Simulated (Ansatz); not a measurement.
FH$_{2}$Si (`F[SiH2]`) radical, relaxed with UKS PBE0-D4/def2-TZVP in the Gaussian-basis code of Ansatz from a GFN2-xTB geometry. The force threshold is 0.005 eV/Å; the program also tests the step.

The species carries charge 0 and has multiplicity 2.

Start:

```xyz
4

F    -0.056   -1.382    0.375
Si    0.288    0.188    0.166
H    -0.863    0.889    0.694
H     0.631    0.305   -1.235
```

```
step  energy (eV)  largest force (eV/Å)  largest move (Å)
   1  -10622.4124                 1.177             0.000
   2  -10622.4769                 0.538             0.059
   3  -10622.4846                 0.194             0.024
   4  -10622.4858                 0.038             0.006
   5  -10622.4859                 0.002             0.002
```

End:

```xyz
4

F    -0.047   -1.419    0.394
Si    0.310    0.132    0.200
H    -0.864    0.931    0.650
H     0.601    0.357   -1.243
```

It took 10 s on 2 threads of a server CPU on a shared host, with 0.17 GiB of host memory at the peak.
